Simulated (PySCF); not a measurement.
## Frontier orbitals and the lowest excitations

Species: C₃H₄F₂O.
Structure used (GFN2-xTB), in Å, numbered top down from 1:
```xyz
10
C3H4F2O angstrom
O      2.378    0.378   -0.596
C      1.424   -0.155   -0.113
C      0.138    0.551    0.241
C     -1.087   -0.250   -0.178
F     -2.218    0.393    0.195
F     -1.111   -1.453    0.444
H      1.417   -1.232    0.134
H      0.103    1.541   -0.217
H      0.110    0.664    1.330
H     -1.146   -0.431   -1.263
```

Computed with PySCF, TDDFT PBE0/def2-SVPD, vertical, gas phase, core orbitals frozen in the response.

Kohn–Sham orbitals with the atoms that hold most of them (Löwdin shares over 4%, at most four atoms; ? is withheld):

| orbital | ε (eV) | atoms |
| --- | --- | --- |
| HOMO-3 | -11.93 | F6 41%, F5 14%, C3 11%, O1 10% |
| HOMO-2 | -11.35 | O1 38%, C2 18%, C3 17%, H9 7% |
| HOMO-1 | -10.26 | ? |
| HOMO | -8.04 | O1 61%, C2 16%, C3 11%, H7 9% |
| LUMO | -1.39 | ? |
| LUMO+1 | 0.79 | C4 24%, H10 16%, C2 14%, C3 12% |
| LUMO+2 | 1.15 | C2 16%, H9 16%, H10 13%, O1 10% |

Problem. Which atoms hold the LUMO, and with what shares?

Solution. C2 (bonded to C, O and H) 41%; O1 (bonded to C) 35%; C3 (bonded to 2 C and 2 H) 8%; H7 (bonded to C) 6%. By element: carbon 50% or more, oxygen 35%, hydrogen 6% or more.

Problem. Give the leading atoms of the HOMO-1.

Solution. C4 (bonded to C, 2 F and H) 20%; F6 (bonded to C) 20%; F5 (bonded to C) 20%; C3 (bonded to 2 C and 2 H) 16%. By element: fluorine 40%, carbon 36% or more.

Problem. The HOMO–LUMO gap is 6.65 eV. Where does the response calculation put the lowest singlet, and from which orbitals?

Solution. S1 is at 4.24 eV (f = 0.0001), 2.42 eV below the gap, made of HOMO→LUMO (99%). Without the coupling terms of the response equations the lowest excitation would equal the gap.

S1 has the pattern of n→π* at C=O.

Next come S2 at 7.59 eV (f 0.012), HOMO-1→LUMO (69%), HOMO→LUMO+1 (24%); S3 at 7.69 eV (f 0.024), HOMO→LUMO+1 (51%), HOMO-1→LUMO (26%), HOMO→LUMO+2 (18%); S4 at 8.05 eV (f 0.023), HOMO→LUMO+2 (68%), HOMO→LUMO+1 (21%); S5 at 8.17 eV (f 0.049), HOMO→LUMO+3 (90%), HOMO→LUMO+2 (8%).

Löwdin shares depend on the basis, the more so with diffuse functions.

One conformer stands for the species.
